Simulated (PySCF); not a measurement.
B3LYP has the VWN-RPA correlation part, as in Gaussian. 

Z-matrix (Å, degrees):
```
N
C 1 1.4547
H 2 1.1043 1 109.77
H 2 1.1043 3 108.16 1 -119.73
H 2 1.1193 3 107.79 4 -116.28
C 1 1.4547 2 112.21 3 56.91
H 6 1.1043 1 109.76 2 -175.67
H 6 1.1043 7 108.16 1 -119.74
H 6 1.1193 7 107.79 8 -116.29
C 1 1.4547 2 112.20 3 -175.67
H 10 1.1043 1 109.76 2 56.90
H 10 1.1043 11 108.16 1 -119.74
H 10 1.1193 11 107.79 12 -116.29
```
Charge 0, multiplicity 1.

What HOMO–LUMO gap, dipole moment and total energy does B3LYP-D3(BJ)/def2-TZVP // TPSS-D3(BJ)/def2-SVP run with PySCF 2.14.0 give?


```
Property             Value
-------------  -----------
HOMO–LUMO gap      6.71 eV
dipole moment    0.093 e·Å
total energy   -4749.94 eV
```
